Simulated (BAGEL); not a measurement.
**CH5BO (BH2(OMe)) at HF/aug-cc-pVDZ (density fitting with qzvpp-jkfit)**

What is the vertical singlet–triplet gap of CH5BO (BH2(OMe)) at HF/aug-cc-pVDZ (density fitting with qzvpp-jkfit)? 

The calculation is run with BAGEL 1.2.2.

2 further runs of the same task are left out: 1 that didn't finish, 1 set aside as unsound or not needed. Runs told in other sessions of the task aren't counted.

## 1. Starting point

CH5BO has 8 atoms, charge 0, and is taken as a singlet. As SMILES, `[H]B([H])OC`. Geometry: relaxed at GFN2-xTB.

Bond lengths: B1–O4 1.321 Å, O4–C5 1.404 Å, B1–H2 1.183 Å, B1–H3 1.172 Å, C5–H6 1.092 Å, C5–H7 1.093 Å, C5–H8 1.094 Å. Angles: B1–O4–C5 124.9°, H2–B1–O4 122.5°, H3–B1–O4 115.3°, O4–C5–H6 108.6°, O4–C5–H7 108.8°, O4–C5–H8 111.9°, H2–B1–H3 122.2°, H6–C5–H7 108.8°, H6–C5–H8 109.5°, H7–C5–H8 109.3°.

## 2. A single-point energy at HF/aug-cc-pVDZ (density fitting with qzvpp-jkfit)

calc.json

```json
{ "bagel": [

{
  "title": "molecule",
  "basis": "aug-cc-pvdz.json",
  "df_basis": "qzvpp-jkfit",
  "angstrom": true,
  "geometry": [
    { "atom": "B", "xyz": [    0.435610,    1.006270,    0.790700 ] },
    { "atom": "H", "xyz": [    1.569280,    0.771350,    0.549830 ] },
    { "atom": "H", "xyz": [    0.117450,    1.877720,    1.507100 ] },
    { "atom": "O", "xyz": [   -0.559180,    0.310420,    0.270760 ] },
    { "atom": "C", "xyz": [   -0.408730,   -0.775400,   -0.606980 ] },
    { "atom": "H", "xyz": [   -1.004290,   -0.584470,   -1.502650 ] },
    { "atom": "H", "xyz": [   -0.786680,   -1.677140,   -0.118600 ] },
    { "atom": "H", "xyz": [    0.636530,   -0.928750,   -0.890170 ] }
  ]
},
{
  "title": "hf"
},
{
  "title": "print",
  "file": "orbitals.molden",
  "orbitals": true
}

]}
```

The basis set aug-cc-pVDZ is read from a file made from the Basis Set Exchange's data (not shown).

Started as:

```
$ BAGEL_NUM_THREADS=1 BAGEL calc.json > calc.out
```

The program printed:

```text
* using 1 threads per process

  ===============================================================
  ===============================================================

  *** Geometry ***

  { "atom" : "B", "xyz" : [      0.823184,      1.901575,      1.494206 ] },
  { "atom" : "H", "xyz" : [      2.965509,      1.457640,      1.039028 ] },
  { "atom" : "H", "xyz" : [      0.221948,      3.548377,      2.848006 ] },
  { "atom" : "O", "xyz" : [     -1.056697,      0.586609,      0.511662 ] },
  { "atom" : "C", "xyz" : [     -0.772388,     -1.465294,     -1.147026 ] },
  { "atom" : "H", "xyz" : [     -1.897833,     -1.104488,     -2.839597 ] },
  { "atom" : "H", "xyz" : [     -1.486610,     -3.169335,     -0.224122 ] },
  { "atom" : "H", "xyz" : [      1.202867,     -1.755083,     -1.682178 ] },

  Number of auxiliary basis functions:      317

  Since a DF basis is specified, we compute 2- and 3-index integrals:
    o Being stored without compression. Storage requirement is 0.033 GB

  Number of basis functions:      114
  Number of electrons      :       24

    * METHOD: MOLECULE                             0.14

  *** RHF ***

  === Nuclear Repulsion ===
    70.9004861548

      * DIIS with orbital gradients will be used.

  === RHF iteration (aug-cc-pvdz.json) ===
      0       -140.08175185          0.02106273           0.03
      1       -140.26444035          0.01424415           0.03
      2       -140.35726212          0.00196291           0.03
      3       -140.35975482          0.00074440           0.03
      4       -140.36004199          0.00011120           0.03
      5       -140.36004936          0.00003236           0.03
      6       -140.36004999          0.00000988           0.03
      7       -140.36005008          0.00000178           0.03
      8       -140.36005008          0.00000065           0.03
      9       -140.36005008          0.00000031           0.03
     10       -140.36005008          0.00000007           0.03
     11       -140.36005008          0.00000002           0.03
     12       -140.36005008          0.00000001           0.03
    * SCF iteration converged.

    * Permanent dipole moment:
           (   -0.151384,     0.487082,     0.395172) a.u.

    * METHOD: HF                                   0.54

    * METHOD: PRINT                                0.03

  ===============================================================
```

Wall time 0.85 s (1 thread of Arm Neoverse V1, shared host); peak memory 0.1 GiB.

## 3. The triplet, same level

calc.json: that of step 2 with these lines changed.

```diff
@@ -19,3 +19,4 @@
 {
-  "title": "hf"
+  "title": "uhf",
+  "nopen": 2
 },
```

The basis set aug-cc-pVDZ is read from a file made from the Basis Set Exchange's data (not shown).

Started as:

```
$ BAGEL_NUM_THREADS=1 BAGEL calc.json > calc.out
```

The program printed:

```text
* using 1 threads per process

  ===============================================================
  ===============================================================

  *** Geometry ***

  { "atom" : "B", "xyz" : [      0.823184,      1.901575,      1.494206 ] },
  { "atom" : "H", "xyz" : [      2.965509,      1.457640,      1.039028 ] },
  { "atom" : "H", "xyz" : [      0.221948,      3.548377,      2.848006 ] },
  { "atom" : "O", "xyz" : [     -1.056697,      0.586609,      0.511662 ] },
  { "atom" : "C", "xyz" : [     -0.772388,     -1.465294,     -1.147026 ] },
  { "atom" : "H", "xyz" : [     -1.897833,     -1.104488,     -2.839597 ] },
  { "atom" : "H", "xyz" : [     -1.486610,     -3.169335,     -0.224122 ] },
  { "atom" : "H", "xyz" : [      1.202867,     -1.755083,     -1.682178 ] },

  Number of auxiliary basis functions:      317

  Since a DF basis is specified, we compute 2- and 3-index integrals:
    o Being stored without compression. Storage requirement is 0.033 GB

  Number of basis functions:      114
  Number of electrons      :       24

    * METHOD: MOLECULE                             0.13

  *** Open-shell HF ***

  === Nuclear Repulsion ===
    70.9004861548

      * DIIS with orbital gradients will be used.

  === UHF iteration (aug-cc-pvdz.json) ===
      0       -139.80351182          0.04330678           0.06
      1       -139.99089545          0.03199491           0.07
      2       -140.05577693          0.01938244           0.07
      3       -140.12352019          0.00244651           0.07
      4       -140.12479360          0.00057992           0.07
      5       -140.12495561          0.00018372           0.07
      6       -140.12500078          0.00009467           0.07
      7       -140.12502077          0.00005430           0.07
      8       -140.12502634          0.00003301           0.07
      9       -140.12502778          0.00002951           0.07
     10       -140.12502876          0.00002436           0.07
     11       -140.12502977          0.00002041           0.07
     12       -140.12503149          0.00000926           0.07
     13       -140.12503183          0.00000441           0.07
     14       -140.12503190          0.00000248           0.07
     15       -140.12503191          0.00000158           0.07
     16       -140.12503192          0.00000132           0.07
     17       -140.12503192          0.00000078           0.07
     18       -140.12503192          0.00000052           0.07
     19       -140.12503192          0.00000035           0.07
     20       -140.12503192          0.00000019           0.07
     21       -140.12503192          0.00000016           0.07
     22       -140.12503192          0.00000013           0.07
     23       -140.12503192          0.00000011           0.07
     24       -140.12503192          0.00000009           0.07
     25       -140.12503192          0.00000007           0.07
     26       -140.12503192          0.00000004           0.07
     27       -140.12503192          0.00000002           0.07
     28       -140.12503192          0.00000002           0.07
     29       -140.12503192          0.00000001           0.07
     30       -140.12503192          0.00000001           0.07
    * SCF iteration converged.

    * S^2 (UHF) is 2.0199

    * Permanent dipole moment:
           (   -0.085972,     0.498553,     0.413187) a.u.

    * METHOD: UHF                                  2.19

    * METHOD: PRINT                                0.03

  ===============================================================
```

It took 2.5 s on 1 thread of Arm Neoverse V1, shared host; peak memory 0.1 GiB.

## 4. Outcome

At HF/aug-cc-pVDZ (density fitting with qzvpp-jkfit):

| quantity | value |
| --- | --- |
| singlet: total energy | -140.36005 Eh |
| singlet: dipole moment | 1.64 D |
| singlet: HOMO energy | -12.23 eV |
| singlet: LUMO energy | 0.98 eV |
| singlet: HOMO–LUMO gap | 13.21 eV |
| triplet: total energy | -140.12503 Eh |
| triplet: dipole moment | 1.66 D |
| triplet: ⟨S²⟩ | 2.020 |
| vertical energy of the triplet above the singlet | 6.395 eV |

In words: At this shape the triplet lies 6.40 eV (147 kcal/mol) above the singlet.
